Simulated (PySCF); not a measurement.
CH, SMILES [CH] (connectivity only; charge and spin as stated), charge +1, multiplicity 1. Geometry: PBE0-D3(BJ)/def2-TZVPD.

PySCF with TDDFT-CAM-B3LYP/def2-TZVPD puts the lowest singlet excitations at 2.69, 2.69, 12.54, 13.47, 13.47, 15.70 eV and the lowest triplet (TDA) at 0.72 eV.

What are the lowest singlet roots from EOM-CCSD/aug-cc-pVDZ in PySCF 2.14.0? (An estimate is asked for; the answer gives what the named calculation found.)

3.19, 3.19, 7.78, 7.78, 8.93, 13.26 eV; triplets 0.00, 0.00, 1.16 eV. S1 differs by 0.49 eV (second minus first; roots are paired by order, and the bases may differ).
